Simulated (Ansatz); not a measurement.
# One shape, several levels: C2H4Si (ethynylsilane)

We compute a comparison of 6 runs (HF/pcseg-2, B3LYP/6-31G*, PBE0/def2-SVP, PBE0/pcseg-1, B3LYP/cc-pVTZ) of C2H4Si (ethynylsilane). 

The calculation is run with Ansatz 0.2.0.

3 further runs of the same task are left out: 3 set aside as unsound or not needed.

## Step 1: The molecule

The species is C2H4Si (7 atoms), meant as a singlet with charge 0. SMILES: `C#C[SiH3]`. Geometry: relaxed at PBE0-D4/def2-TZVP.

Bond lengths: C1–C2 1.206 Å, C2–Si3 1.823 Å, C1–H4 1.066 Å, Si3–H5 1.483 Å, Si3–H6 1.483 Å, Si3–H7 1.483 Å. Angles: C1–C2–Si3 180.0°, C2–C1–H4 180.0°, C2–Si3–H5 109.3°, C2–Si3–H6 109.3°, C2–Si3–H7 109.3°, H5–Si3–H6 109.6°, H5–Si3–H7 109.6°, H6–Si3–H7 109.6°.

## Step 2: Energy and forces at HF/pcseg-2 (run 1)

in.yaml reads:

```yaml
crystal:
  periodic: [false, false, false]
  atoms:
    - {symbol: C, position_ang: [-0.580700, -1.871400, 0.172200]}
    - {symbol: C, position_ang: [-0.218500, -0.726500, 0.062400]}
    - {symbol: Si, position_ang: [0.329800, 1.004300, -0.103800]}
    - {symbol: H, position_ang: [-0.901000, -2.883500, 0.269300]}
    - {symbol: H, position_ang: [-0.094500, 1.528300, -1.425000]}
    - {symbol: H, position_ang: [-0.281700, 1.818100, 0.974900]}
    - {symbol: H, position_ang: [1.807900, 1.062900, 0.004400]}
basis:
  gaussian: {orbitals: pcseg-2}
hamiltonian: {xc: hf}
accuracy: high
output: {forces: true, orbitals: {seedname: orbitals}}
```

Run with:

```
$ ansatz run in.yaml --threads 1 --pin off --max-ram 2610MiB --events-out events.jsonl --progress --plain --runs-dir runs
```

Standard output:

```text
Warning: RAYON_NUM_THREADS=1 ignored (pool sized by the plan → 1); use --threads N
Functional definition: HF
  name "HF"
  exchange = exact_x
  correlation = 0
2551 factors; integrals over basis functions are off by at most 1.8e-8 eV
mean field evaluation 1: about -9983.4238 eV, gradient 2.7e1 eV
mean field evaluation 2: about -9983.4427 eV, gradient 2.7e1 eV
mean field evaluation 4: about -9985.7374 eV, gradient 2.7e0 eV
mean field evaluation 8: about -9985.7670 eV, gradient 1.6e-4 eV
mean field -9985.76700977 eV, -366.9701690129 hartree, gradient 2.7e-8 eV, S^2 0.000000; 0 other end points of the search recorded, 0 dependent functions left out
the calculation of the forces begins
reference -9985.76700977 eV, -366.9701690129 hartree; 15, 15 occupied and 135, 135 virtual orbitals, 2551 factors
Total energy: -9985.76700977 eV, -366.9701690129 hartree
Atom 0 at    -0.580700    -1.871400     0.172200 Å, force     0.500242     1.583333    -0.151640 eV/Å
Atom 1 at    -0.218500    -0.726500     0.062400 Å, force    -0.735886    -2.328718     0.223208 eV/Å
Atom 2 at     0.329800     1.004300    -0.103800 Å, force     0.170640     0.541137    -0.054066 eV/Å
Atom 3 at    -0.901000    -2.883500     0.269300 Å, force     0.134769     0.425655    -0.040870 eV/Å
Atom 4 at    -0.094500     1.528300    -1.425000 Å, force     0.069764    -0.083759     0.215143 eV/Å
Atom 5 at    -0.281700     1.818100     0.974900 Å, force     0.099373    -0.129786    -0.174185 eV/Å
Atom 6 at     1.807900     1.062900     0.004400 Å, force    -0.238902    -0.007861    -0.017589 eV/Å
Dipole moment:    -0.029830    -0.094587     0.009112 e Å
```

Wall time 9.3 s (1 thread of Arm Neoverse V2, shared host); peak memory 0.48 GiB.

## Step 3: Energy and gradient at B3LYP/6-31G(d) (spherical functions) (run 2)

run.yaml reads:

```yaml
crystal:
  periodic: [false, false, false]
  atoms:
    - symbol: C
      position_ang: [-0.580700, -1.871400, 0.172200]
    - symbol: C
      position_ang: [-0.218500, -0.726500, 0.062400]
    - symbol: Si
      position_ang: [0.329800, 1.004300, -0.103800]
    - symbol: H
      position_ang: [-0.901000, -2.883500, 0.269300]
    - symbol: H
      position_ang: [-0.094500, 1.528300, -1.425000]
    - symbol: H
      position_ang: [-0.281700, 1.818100, 0.974900]
    - symbol: H
      position_ang: [1.807900, 1.062900, 0.004400]
basis:
  gaussian: {orbitals: 6-31G_st_-spherical.json}
hamiltonian: {xc: {name: B3LYP}}
accuracy: high
output: {forces: true, orbitals: {seedname: orbitals}}
```

The basis set 6-31G* is read from a file made from the Basis Set Exchange's data (not shown).

Run with:

```
$ ansatz run run.yaml --threads 1 --pin off --max-ram 2610MiB --events-out events.jsonl --progress --plain --runs-dir runs
```

Standard output (excerpt; [...] marks lines left out):

```text
Warning: RAYON_NUM_THREADS=1 ignored (pool sized by the plan → 1); use --threads N
Functional definition: B3LYP
  name "B3LYP"
[...]
1180 factors; integrals over basis functions are off by at most 3.1e-9 eV
[...]
mean field -10014.75847369 eV, -368.0355856611 hartree, gradient 9.3e-9 eV, S^2 0.000000; 0 other end points of the search recorded, 0 dependent functions left out
[...]
reference -10014.75851085 eV, -368.0355870264 hartree; 15, 15 occupied and 39, 39 virtual orbitals, 1180 factors
Total energy: -10014.75851085 eV, -368.0355870264 hartree
Atom 0 at    -0.580700    -1.871400     0.172200 Å, force    -0.246494    -0.778001     0.074733 eV/Å
Atom 1 at    -0.218500    -0.726500     0.062400 Å, force     0.230010     0.724811    -0.069620 eV/Å
Atom 2 at     0.329800     1.004300    -0.103800 Å, force    -0.017434    -0.052898     0.003016 eV/Å
Atom 3 at    -0.901000    -2.883500     0.269300 Å, force    -0.020621    -0.065042     0.006238 eV/Å
Atom 4 at    -0.094500     1.528300    -1.425000 Å, force     0.010637     0.057371    -0.021915 eV/Å
Atom 5 at    -0.281700     1.818100     0.974900 Å, force     0.007304     0.062329     0.010824 eV/Å
Atom 6 at     1.807900     1.062900     0.004400 Å, force     0.036598     0.051431    -0.003276 eV/Å
Dipole moment:    -0.029081    -0.092128     0.008879 e Å
```

It took 3.6 s on 1 thread of Arm Neoverse V2, shared host.

Runs 3 to 5 aren't shown in full; the table further down has their settings and results.

## Step 4: Energy and gradient at B3LYP/cc-pVTZ (run 6)

input.yaml reads:

```yaml
crystal:
  periodic: [false, false, false]
  atoms:
    - {symbol: C, position_ang: [-0.580700, -1.871400, 0.172200]}
    - {symbol: C, position_ang: [-0.218500, -0.726500, 0.062400]}
    - {symbol: Si, position_ang: [0.329800, 1.004300, -0.103800]}
    - {symbol: H, position_ang: [-0.901000, -2.883500, 0.269300]}
    - {symbol: H, position_ang: [-0.094500, 1.528300, -1.425000]}
    - {symbol: H, position_ang: [-0.281700, 1.818100, 0.974900]}
    - {symbol: H, position_ang: [1.807900, 1.062900, 0.004400]}
basis:
  gaussian:
    orbitals: cc-pVTZ
accuracy: high
output: {forces: true, orbitals: {seedname: orbitals}}
hamiltonian:
  xc: {name: B3LYP}
```

Run with:

```
$ ansatz run input.yaml --threads 1 --pin off --max-ram 2610MiB --events-out events.jsonl --progress --plain --runs-dir runs
```

Standard output (excerpt; [...] marks lines left out):

```text
Warning: RAYON_NUM_THREADS=1 ignored (pool sized by the plan → 1); use --threads N
Functional definition: B3LYP
  name "B3LYP"
[...]
2471 factors; integrals over basis functions are off by at most 3.6e-9 eV
[...]
mean field -10016.63259137 eV, -368.1044582155 hartree, gradient 1.8e-8 eV, S^2 0.000000; 0 other end points of the search recorded, 0 dependent functions left out
[...]
reference -10016.63263291 eV, -368.1044597419 hartree; 15, 15 occupied and 135, 135 virtual orbitals, 2471 factors
Total energy: -10016.63263291 eV, -368.1044597419 hartree
Atom 0 at    -0.580700    -1.871400     0.172200 Å, force    -0.015087    -0.046197     0.004580 eV/Å
Atom 1 at    -0.218500    -0.726500     0.062400 Å, force    -0.079882    -0.254711     0.024322 eV/Å
Atom 2 at     0.329800     1.004300    -0.103800 Å, force     0.054155     0.173064    -0.018600 eV/Å
Atom 3 at    -0.901000    -2.883500     0.269300 Å, force     0.038693     0.122186    -0.011742 eV/Å
Atom 4 at    -0.094500     1.528300    -1.425000 Å, force     0.016265    -0.000128     0.034931 eV/Å
Atom 5 at    -0.281700     1.818100     0.974900 Å, force     0.020534    -0.006928    -0.029328 eV/Å
Atom 6 at     1.807900     1.062900     0.004400 Å, force    -0.034678     0.012714    -0.004163 eV/Å
Dipole moment:    -0.024511    -0.077715     0.007487 e Å
```

Run time: 14 s. Hardware: 1 thread of Arm Neoverse V2, shared host; peak memory 0.48 GiB.

## Step 5: Overview of the runs

```csv
run,level,Cartesian functions,energy (Eh),dipole moment (D),HOMO energy (eV),LUMO energy (eV),wall time
1,HF/pcseg-2,no,-366.970169,0.48,-11.03,2.87,9.3 s
2,B3LYP/6-31G* (spherical functions),no,-368.035587,0.47,-7.71,0.24,3.6 s
3,B3LYP/6-31G* (Cartesian functions),yes,-368.039112,0.46,-7.71,0.24,3.6 s
4,PBE0/def2-SVP,no,-367.659087,0.41,-8.26,0.11,3.6 s
5,PBE0/pcseg-1,no,-367.781032,0.33,-8.31,0.02,3.9 s
6,B3LYP/cc-pVTZ,no,-368.104460,0.39,-8.04,-0.23,14 s
```

## Step 6: What came out

| quantity | value |
| --- | --- |
| run 6: total energy | -368.10446 Eh |
| run 6: dipole moment | 0.39 D |
| run 6: HOMO energy | -8.04 eV |
| run 6: LUMO energy | -0.23 eV |
| run 6: HOMO–LUMO gap | 7.81 eV |
| run 6: largest force on an atom | 0.268 eV/Å |

The dipole moment (its size) runs from 0.33 D (PBE0/pcseg-1) to 0.48 D (HF/pcseg-2). The two ends differ in method and basis. The HOMO–LUMO gap runs from 7.81 eV (B3LYP/cc-pVTZ) to 13.90 eV (HF/pcseg-2). Totals of different functionals can't be ranked against each other. All runs together took 38 s, the longest 14 s.
